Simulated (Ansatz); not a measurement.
Basis-set extrapolation for BClH3N, SMILES `NBCl` (PBE0-D4/def2-TZVP geometry, frozen core, the Gaussian-basis code of Ansatz). Multiplicity 1, RHF reference.

```json
{"": "HF", "def2-TZVPP": "-540.517250", "def2-QZVPP": "-540.533954"}
{"": "MP2 correlation", "def2-TZVPP": "-0.505760", "def2-QZVPP": "-0.547294"}
{"": "CCSD(T) correlation", "def2-TZVPP": "-0.558670", "def2-QZVPP": "not run"}
```

Energies in hartree. Use E(X) = E(∞) + A·exp(−7.88·√X) for Hartree–Fock and E(X) = E(∞) + B·X^(−2.97) for correlation, with X = 3 and 4, and add CCSD(T) minus MP2 of the smaller set to the MP2 limit.

Problem. What is the CCSD(T) energy at the basis-set limit?

Solution. HF limit: -540.533954 + (-0.016704) × 0.13774 = -540.53625. MP2 limit: -0.547294 + (-0.041534) × 0.74074 = -0.57806. Higher-order term: -0.558670 − (-0.505760) = -0.05291. Total: -541.16722 hartree, 239.7 kJ/mol below CCSD(T)/def2-TZVPP.
